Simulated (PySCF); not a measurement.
A species of formula [C6H5]+ has this rotational fingerprint, computed with PBE0-D3(BJ)/def2-SVP geometry optimisation, gas phase in PySCF:

| Item | Value |
| --- | --- |
| Rotational constants | A = 26025, B = 1563, C = 1488 MHz |
| Dipole components (about the centre of mass) | \|μa\| = 2.50 D, \|μb\| = 0.04 D, \|μc\| = 0.08 D |
| Inertial defect | -3.18 u·Å² |
| κ | -0.99 |

Question: Which candidate fits, each taken in the one conformer that was computed?
A. `C#Cc1c[c+]1C`
B. `CC#Cc1c[cH+]1`
C. `[CH:1]#[C:2][CH2:3][c+:4]1[cH:5][cH:6]1` (charge +1) with C2–C3–C4–C5 85°

Answer: B. It is CC#Cc1c[cH+]1, a near-prolate asymmetric top. The candidates at the same level (rigid rotor, commonest isotopes):

```json
{"SMILES": "C#Cc1c[c+]1C", "A (MHz)": "10196", "B (MHz)": "2179", "C (MHz)": "1816", "μa (D)": "1.04", "μb (D)": "0.51", "μc (D)": "0.15", "Δ (u·Å²)": "-3.15", "point group": "–", "rotor": "near-prolate asymmetric top"}
{"SMILES": "C#CC[c+]1cc1", "A (MHz)": "9452", "B (MHz)": "2316", "C (MHz)": "2143", "μa (D)": "4.58", "μb (D)": "0.53", "μc (D)": "0.00", "Δ (u·Å²)": "-35.91", "point group": "Cs", "rotor": "near-prolate asymmetric top"}
{"SMILES": "CC#Cc1c[cH+]1", "A (MHz)": "26025", "B (MHz)": "1563", "C (MHz)": "1488", "μa (D)": "2.50", "μb (D)": "0.04", "μc (D)": "0.08", "Δ (u·Å²)": "-3.18", "point group": "near Cs", "rotor": "near-prolate asymmetric top"}
```

`C#CC[c+]1cc1` has A 64 % too low; `C#Cc1c[c+]1C` has A 61 % too low. No structure here is proved a minimum.
